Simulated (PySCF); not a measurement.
# Heteronuclear NMR

Geometry:
```csv
atom,x (Å),y (Å),z (Å)
F1,1.083,0.728,-1.164
C2,0.480,-0.208,-0.445
C3,-0.468,0.058,0.448
F4,-0.900,1.285,0.704
H5,0.819,-1.228,-0.639
H6,-0.951,-0.732,1.028
```

Method: geometry: PBE0-D3(BJ)/def2-SVP, spin–spin couplings from B3LYP/pcJ-1, GIAO PBE0/pcSseg-1 shieldings, in PySCF (single conformer, no solvent model, no relativistic terms, equivalent nuclei averaged).

Predict the ¹⁹F NMR data.

## Answers


```tsv
atoms	environment	σ (ppm)	δ (ppm)
F1/F4	vinylic fluorine	336.3	-156.0
```

Shieldings were converted by a linear fit to measured shifts: ¹⁹F: δ = 160.63 − 0.942σ +14.9 on sp3 carbon (rms 6.9 ppm, 221 shifts, 7.7 ppm with the 5 outliers that the fit left out vs CFCl3, solution or neat liquid). Occasional misses reach two or three times the rms, and more in compound classes unlike the fitted ones. Couplings are scaled by factors fitted to measured values: ³J(H,H) × 0.91 (rms 0.4 Hz, 0.5 with 2 outliers), ¹J(C,F) × 0.77 (rms 7.3 Hz), ²J(C,F) × 1.09 (rms 1.9 Hz, 5.0 with 1 outliers); all others are unscaled and can be 10–30 % off.

Couplings (the largest are listed; each averaged over equivalent pairs): ¹J(F1,C2) = -261.4 Hz, ²J(F1,H5) = 76.5 Hz, ²J(F1,C3) = 7.2 Hz, ³J(F1,H6) = 17.5 Hz, ³J(F1,F4) = 1.6 Hz.

On a 500 MHz spectrometer ¹⁹F resonates near 470.5 MHz, so 1 ppm is 470.5 Hz.
